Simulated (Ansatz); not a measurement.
Relaxation of C$_{3}$H$_{7}$NS (12 atoms, charge 0, multiplicity 1), to a largest force component of 0.02 eV/Å in at most 40 steps.

All numbers below come from RKS B3LYP-D4/6-31G (Ansatz).

```xyz
12
Properties=species:S:1:pos:R:3
C -1.257 -0.379 -0.720
C -0.161 -0.861 0.109
N 0.487 0.213 0.798
C 1.571 0.995 0.247
S 2.130 2.283 1.045
H -0.948 0.385 -1.494
H -1.787 -1.156 -1.236
H -1.999 0.209 -0.117
H 0.572 -1.358 -0.486
H -0.523 -1.561 0.886
H 0.160 0.511 1.738
H 1.832 0.665 -0.737
```

Problem. Where does it end, and by what steps?

Solution. The forces met the threshold. The force dipped under the threshold on the way, but the program's further checks kept it going. Limits of this set-up: no polarisation functions. After 12 steps the energy has fallen by 0.597 eV; H12 moved furthest, 0.38 Å.

| step | energy less start (eV) | largest force component (eV/Å) | accepted |
| --- | --- | --- | --- |
| 0 | 0.0000 | 4.318 | yes |
| 1 | -0.2758 | 3.489 | yes |
| 2 | -0.5017 | 1.567 | yes |
| 3 | -0.4155 | 2.002 | no |
| 4 | -0.5839 | 0.389 | yes |
| 5 | -0.5906 | 0.160 | yes |
| 6 | -0.5941 | 0.050 | yes |
| 7 | -0.5959 | 0.039 | yes |
| 8 | -0.5966 | 0.092 | yes |
| 9 | -0.5962 | 0.109 | no |
| 10 | -0.5971 | 0.029 | yes |
| 11 | -0.5973 | 0.005 | yes |
| 12 | -0.5973 | 0.006 | yes |

```xyz
12
Properties=species:S:1:pos:R:3
C -1.400 -0.385 -0.717
C -0.140 -0.801 0.053
N 0.490 0.331 0.748
C 1.623 0.942 0.362
S 2.332 2.293 1.114
H -1.159 0.362 -1.479
H -1.849 -1.254 -1.211
H -2.150 0.045 -0.043
H 0.605 -1.224 -0.628
H -0.379 -1.575 0.792
H 0.013 0.720 1.555
H 2.090 0.491 -0.514
```

Whether the end is a true minimum wasn't checked by a vibrational analysis.

Run time: 37 s on 1 thread of Arm Neoverse V2, with other jobs on the host, peak memory 0.13 GiB.
